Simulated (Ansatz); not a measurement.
Species: C$_{3}$H$_{7}$, charge 1, singlet. C3H7+ (parent SMILES C[CH]C, singlet).
B3LYP-D3(BJ)/def2-TZVP minimum from Ansatz (a program for electronic structure):
```
C
H 1 1.0909
C 1 1.4326 2 117.04
H 3 1.0870 1 115.45 2 -169.88
H 3 1.0948 4 114.12 1 -133.04
H 3 1.1167 4 108.33 5 -113.36
C 1 1.4326 2 117.04 3 -180.00
H 7 1.0870 1 115.45 2 -169.88
H 7 1.0948 8 114.12 1 -133.04
H 7 1.1167 8 108.33 9 -113.36
```
Charge +1, spin multiplicity 1.

Total energies in cc-pVDZ, 18 correlated electrons, 3 frozen orbitals. Radicals and triplets start from unrestricted determinants; spin-orbit coupling is neglected. Correlated methods leave the cores frozen. No relativity. The spin of C3H7+ (parent SMILES C[CH]C, singlet) was assumed, and the state is the lowest solution found for it.

```csv
method,program,energy (Eh),minus CCSDT(Q) (mEh)
HF,Ansatz,-117.39161,461.25
MP2,Ansatz,-117.79042,62.44
CCSD,Ansatz,-117.83812,14.74
CCSD(T),Ansatz,-117.85118,1.68
CCSDT(Q),Ansatz,-117.85286,0.00
```

Rough core times of Ansatz's runs on a shared machine: CCSD(T) under 20 s, CCSDT(Q) 5 min.
